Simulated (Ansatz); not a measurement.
# How far each method lies from RCCSDT(Q) for [BH₂···H···SiH], doublet

Geometry: a point of a hydrogen-transfer path between rigid fragments, not a stationary point.

```xyz
6

B    -2.0526    0.0347    0.0000
H    -2.6494    1.0683    0.0000
H    -2.6494   -0.9988    0.0000
H    -0.5416    0.0347    0.0000
Si    0.9514    0.0347    0.0000
H     1.3478   -1.4448    0.0000
```

Basis cc-pVDZ; Ansatz 0.2.0. Correlated methods freeze the noble-gas cores, which leaves 11 electrons in 46 orbitals. Prefix R: restricted or restricted open-shell reference; prefix U: unrestricted. Active spaces: frontier = (9e, 9o) about the gap; pair = (3e, 3o) about the gap.

Full CI isn't at hand for all of this; RCCSDT(Q) serves as the reference, and is uncertain by about the last step of the cluster series. The frozen core follows each run's orbitals, which can shift R against U totals by a few meV.

For open shells CISD is restricted-active-space CI with the open shells as a complete middle space.

The UHF ⟨S²⟩ is 0.779, the T1 diagnostic (RCCSD) is 0.0469 and the largest doubles amplitude (RCCSD) is 0.078. The T1 diagnostic (UCCSD) is 0.0508.

| level | E − E(RHF) (eV) |
| --- | --- |
| UHF | -0.1096 |
| RMP2 | -4.8859 |
| UMP2 | -4.8471 |
| RCCSD | -6.1602 |
| UCCSD | -6.1622 |
| RCCSD(T) | -6.3613 |
| UCCSD(T) | -6.3596 |

**Question.** Estimate how far RCCSDT(Q) in cc-pVDZ lies from RCCSD(T). The table doesn't fix it; the size of (T) and the diagnostics are the guide.

**Answer.** RCCSDT(Q) in cc-pVDZ lies 2.62 mEh below RCCSD(T), which is 35 % of the (T) step (-7.39 mEh). T1 is raised, and the rest is a large part of (T). The miss exceeds 1 kcal/mol.

The other levels:

```
                level  E − E(RCCSDT(Q)) (mEh)  share of correlation (%)  wall time
                 CISD                   30.72                     87.01      2.6 s
              BCCD(T)                    2.67                     98.87      2.9 s
               RCCSDT                    0.44                     99.81          –
               UCCSDT                    0.44                     99.81          –
            UCCSDT(Q)                   -0.21                    100.09       34 s
  CASSCF (pair space)                  218.08                      7.75          –
  NEVPT2 (pair space)                   58.32                     75.33      1.5 s
  MRCISD (pair space)                   27.07                     88.55          –
MRCISD+Q (pair space)                    3.98                     98.32      1.8 s
```

The correlation energy at RCCSDT(Q), counted from RHF, is -6.433 eV. That run took 31 s on 1 thread of Intel Xeon 6975P-C, shared host.

Run but not shown, since their state or frozen core can't be matched to the reference's or they repeat it: CASSCF (frontier space), NEVPT2 (frontier space).

Times hold each run's SCF and search for its determinant on a shared host, so for small cases they say little of a method's own cost; they ran on 1 thread of Intel Xeon 6975P-C.
